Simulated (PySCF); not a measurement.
# Ionisation energy of Ar by level of theory

Ar [Ar] (1S) → Ar⁺ [Ne] 3s2 3p5 (2P), as a difference of total energies. Calculation: PySCF 2.14, in aug-cc-pV(T+d)Z with one added diffuse shell each of s, p, d, f type (7s6p5d3f, 71 functions); no relativity, point nucleus. Correlated levels: valence: [Ne] frozen. The calculations carry no spin-orbit coupling.

```tsv
method	ionisation energy (eV)	plus first-order spin-orbit estimate	error of that sum (eV)
UHF	14.560	14.505	-1.255
MP2 (valence)	15.744	15.689	-0.071
SCS-MP2 (valence)	15.641	15.585	-0.175
CCSD (valence)	15.552	15.497	-0.263
CCSD(T) (valence)	15.609	15.554	-0.206
```

Reference: 15.760 eV (measured; NIST Atomic Spectra Database, ionization energies).

A first-order spin-orbit estimate (lowest level to lowest level, LS coupling) adds -0.055 eV.

Errors of the correlated levels include the incompleteness of this basis and the frozen core.
